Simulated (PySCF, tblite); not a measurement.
**H12N4F−, an ion with solvent molecules: NMR shifts, interaction energy, spin-spin couplings and core binding energies**

Aim: the NMR shifts, interaction energy, spin-spin couplings and core binding energies of `[F-]` with 4 × `N`.

Programs: tblite 0.8.0 and PySCF 2.14.0. All values are calculated, for the isolated system unless a continuum is named. Atoms count from 0, parts from 1.

### Step 1. The system as given

17 atoms, charge -1, multiplicity 1; geometry: rigid parts in contact. Parts: 1 = atom 0, `[F-]`, charge -1; 2 = atoms 1–4, `N`, charge 0; 3 = atoms 5–8, `N`, charge 0; 4 = atoms 9–12, `N`, charge 0; 5 = atoms 13–16, `N`, charge 0.

### Step 2. Docking the parts with GFN2-xTB

Job settings and geometry (Å):

```
{"job": {"kind": "dock", "xc": "GFN2-xTB", "basis": "xTB"}, "charge": -1, "multiplicity": 1, "parts": [{"atoms": "0-0", "charge": -1, "multiplicity": 1}, {"atoms": "1-4", "charge": 0, "multiplicity": 1}, {"atoms": "5-8", "charge": 0, "multiplicity": 1}, {"atoms": "9-12", "charge": 0, "multiplicity": 1}, {"atoms": "13-16", "charge": 0, "multiplicity": 1}]}
F      0.046996     0.138920     0.215269
N      2.039090     2.088604     0.249282
H      2.628975     1.595081    -0.415600
H      1.641292     2.869724    -0.264411
H      1.245636     1.441887     0.393596
N      3.524854     0.418366     2.597097
H      2.960127     1.123868     3.059641
H      2.849927    -0.237364     2.213577
H      3.923749     0.893803     1.793055
N     -2.309938    -0.971762     1.136791
H     -2.430743    -1.737795     0.480550
H     -1.382688    -0.575420     0.902695
H     -2.968518    -0.252362     0.852136
N      2.269217    -1.088616    -0.885752
H      1.429154    -0.572086    -0.581109
H      3.009808    -0.760768    -0.274385
H      2.079695    -2.044118    -0.602814
```

Level: GFN2-xTB search for minima from random contacts, gas phase.

Command:

```bash
> OMP_NUM_THREADS=1 python cluster_run.py task.json out
```

The driver reads the jobs from task.json and runs them one after another.

**Question.** The jobs that follow are: PBE0-D3(BJ)/def2-SVPD geometry optimisation, gas phase; GIAO PBE0/aug-pcSseg-1 NMR shielding, non-relativistic, gas phase; wB97M-D3(BJ)/def2-SVPD interaction energy, counterpoise and uncorrected, gas phase; PBE0-D3(BJ)/def2-SVPD interaction energy, counterpoise and uncorrected, gas phase; B3LYP/aug-pcJ-1 indirect spin-spin coupling, non-relativistic, gas phase; delta-SCF UKS SCAN, aug-pcX-2 on the ionised atom, aug-pcseg-1 elsewhere, spin-free X2C. Predict: binding energy (GFN2-xTB); point group; rotational constants (main isotopes); shieldings of H (PBE0/aug-pcSseg-1); largest proton shift on binding; interaction energy, counterpoise (wB97M-D3(BJ)/def2-SVPD); superposition error; binding energy (with deformation); largest coupling of the table (B3LYP/aug-pcJ-1); N1s binding energies, SCAN/aug-pcX-2 (standing for 2 of 4 atoms); F1s binding energies, SCAN/aug-pcX-2.

The runs gave:

```
                                                        quantity                                                                                    value
                                       binding energy (GFN2-xTB)                             -41.03 kcal/mol (rough: tight binding is poor for bare ions)
                                                     point group                                                                                       C1
                            rotational constants (main isotopes)                                                                     2.73, 1.32, 1.30 GHz
                             shieldings of H (PBE0/aug-pcSseg-1)  H11 24.3, H4 25.4, H14 25.6, H7 25.9, H8 30.9, H2 31.1, H15 31.1, H10 32.6 ppm and more
                                 largest proton shift on binding                                                                           H11, +7.00 ppm
       interaction energy, counterpoise (wB97M-D3(BJ)/def2-SVPD)                                                                          -53.24 kcal/mol
                                             superposition error                                                                            3.90 kcal/mol
                               binding energy (with deformation)                                                                          -51.53 kcal/mol
                 largest coupling of the table (B3LYP/aug-pcJ-1)                                                                 ¹J(N,H) N9–H11, -66.1 Hz
N1s binding energies, SCAN/aug-pcX-2 (standing for 2 of 4 atoms)                                                                  N9 400.45, N1 400.33 eV
                            F1s binding energies, SCAN/aug-pcX-2                                                                             F0 683.05 eV
     range of the interaction energy over the runs of this table                                                                -54.91 to -53.24 kcal/mol
```

In the structure that the search hands on, at its xTB geometry, the leading contact, judged by the atoms' radii, is H11···F0 (hydrogen bond, 1.80 Å). Further contacts there: H4···F0 (hydrogen bond, 1.81 Å), H14···F0 (hydrogen bond, 1.81 Å). A later relaxation moves these distances. Over 17 steps the energy fell by 0.146 eV; of the close pairs, N9–H12 changed most, 1.047 to 1.018 Å. At PBE0/aug-pcSseg-1: Shielding is most anisotropic at F0 (span 107 ppm, paramagnetic term -195 ppm). On binding (GIAO PBE0/aug-pcSseg-1 NMR shielding, non-relativistic, gas phase), H11 moves most among the protons, 7.00 ppm downfield. Of the attraction, electrostatic 64 %, orbital 33 %, dispersion 4 %; Pauli repulsion takes back 67.22 kcal/mol. In the run at B3LYP/aug-pcJ-1, the largest coupling of the table is N9–H11, -66.1 Hz, of which the Fermi-contact term gives -64.3 Hz. N9 (nitrogen bonded to 3 H) binds its N1s electron 0.12 eV more tightly than N1 (nitrogen bonded to 3 H). Only 2 of the 4 N atoms are covered by sound results. Binding moves the N1s level of N1 by -5.21 eV. The interaction energy runs from -54.91 (PBE0-D3(BJ)/def2-SVPD) to -53.24 kcal/mol (wB97M-D3(BJ)/def2-SVPD).
